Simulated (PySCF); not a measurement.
HCl, SMILES Cl, singlet, PBE/def2-SVP optimised geometry.

```
2

Cl    -0.65     0.00     0.00
H      0.65     0.00     0.00
```

Density from PBE/def2-TZVP (PySCF) at that geometry.

Minimum of the electron density along straight lines between bonded atoms, close to the bond critical point (lines longer than 1.1 times the sum of covalent radii, or with two minima, are not listed):

```tsv
bond	length / Å	ρ at the minimum / e bohr⁻³	∇²ρ there / e bohr⁻⁵	position (fraction from the first atom)
Cl1–H2	1.296	…	…	0.72
```

**Question.** Some entries are withheld; supply them.

**Answer.** 
- Cl1–H2, ρ at the minimum / e bohr⁻³: 0.236
- Cl1–H2, ∇²ρ there / e bohr⁻⁵: -0.62
